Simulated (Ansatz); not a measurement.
# HClF (doublet): wB97M-V, B2PLYP, RPA-PBE over a scan of the distance Cl1–H2 along a hydrogen transfer, cc-pVTZ

The task here is to estimate one member of a computed series from the others.

Method: cc-pVTZ, all electrons in the functionals, frozen cores in the correlation of double hybrids and RPA; program: Ansatz 0.2.0, Gaussian basis.

Plan: wB97M-V, B2PLYP, RPA-PBE, at 1.279 Å; 1.317 Å; 1.395 Å; 1.472 Å; 1.549 Å.

### What is computed

The geometry derives from fragments relaxed apart (PBE0/def2-TZVP) and kept rigid, so it is no stationary point. A hydrogen atom is moved between rigid fragments.

3 atoms, charge 0, spin multiplicity 2.

Atoms are counted from 1 here; the program's logs count them from 0.

Bond lengths: Cl1–H2 1.279 Å, H2–F3 1.170 Å. Angles: Cl1–H2–F3 180.0°.

No dispersion term is added; wB97M-V holds VV10 nonlocal correlation.

The geometry shown and the zero of energy belong to the point 1.279 Å. The yardstick, UCCSDT(Q), and other wave-function levels (R restricted, U unrestricted, valence and pair active spaces) come from earlier runs.

The first run:

Input file in.yaml:

```yaml
crystal:
  periodic: [false, false, false]
  atoms:
    - {symbol: Cl, position_ang: [0.000000, 0.000000, -1.242600]}
    - {symbol: H, position_ang: [0.000000, 0.000000, 0.036200]}
    - {symbol: F, position_ang: [0.000000, 0.000000, 1.206400]}
basis:
  gaussian: {orbitals: cc-pVTZ}
magnetization: {spin_polarized: true, initial_magnetization: 1}
hamiltonian: {xc: {name: wB97M-V}}
output: {orbitals: {seedname: orbitals}}
```

The run is started by

```
$ ansatz run in.yaml --threads 1 --pin off --events-out ev --progress --plain --max-ram 2816MiB --backend cpu
```

Among the steps run: wB97M-V, 1.279 Å; wB97M-V, 1.317 Å; wB97M-V, 1.395 Å; wB97M-V, 1.472 Å; wB97M-V, 1.549 Å; B2PLYP, 1.279 Å; B2PLYP, 1.317 Å; B2PLYP, 1.395 Å; B2PLYP, 1.472 Å; B2PLYP, 1.549 Å; RPA-PBE, 1.279 Å; RPA-PBE, 1.317 Å; RPA-PBE, 1.395 Å; RPA-PBE, 1.472 Å; RPA-PBE, 1.549 Å.

One of the session's tables, all rows but one given; the rest of the session is left out.

| level | 1.317 Å | 1.395 Å | 1.472 Å | 1.549 Å |
| --- | --- | --- | --- | --- |
| UCCSDT(Q) | -12.8 | -41.0 | -69.8 | -87.5 |
| wB97M-V | -12.4 | -37.0 | -57.9 | -65.8 |
| B2PLYP | -13.4 | -40.4 | -59.3 | -74.0 |
| RPA-PBE | ? | ? | ? | ? |

Q: Estimate the row for RPA-PBE from the others.

**Answer.** 1.317 Å: -13.4; 1.395 Å: -36.2; 1.472 Å: -49.7; 1.549 Å: -49.9.

To keep in mind: Energies in kJ/mol, counted from 1.279 Å; blanks weren't run or aren't comparable. Warnings in the runs' records: asymmetric forces.
